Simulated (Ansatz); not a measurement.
Results of PBEsol (PAW; Ansatz, a quantum-chemistry and plane-wave program) for fcc Rh.

A relaxed, unreconstructed slab of the (211) face has 24 atoms, two equal faces of 17.513 Å² each and an energy of -152123.7608 eV. A bulk cell of 6 atoms with the same orientation and in-plane k mesh has -38032.4828 eV. Energies are extrapolated to zero smearing.

Numerical settings: plane-wave cutoff 500 eV, 8×20×1 k mesh (along the axes of the cell as run), Fermi–Dirac smearing 0.1 eV, scalar-relativistic PAW data made under PBE.

Worked out: γ = (E_slab − N E_bulk per atom)/2A = [-152123.7608 − 24 × (-38032.4828/6)]/(2 × 17.513) = 0.1762 eV/Å². With 16.022 J/m² per eV/Å² this is 2.82 J/m², or 3.09 eV per surface cell and face.
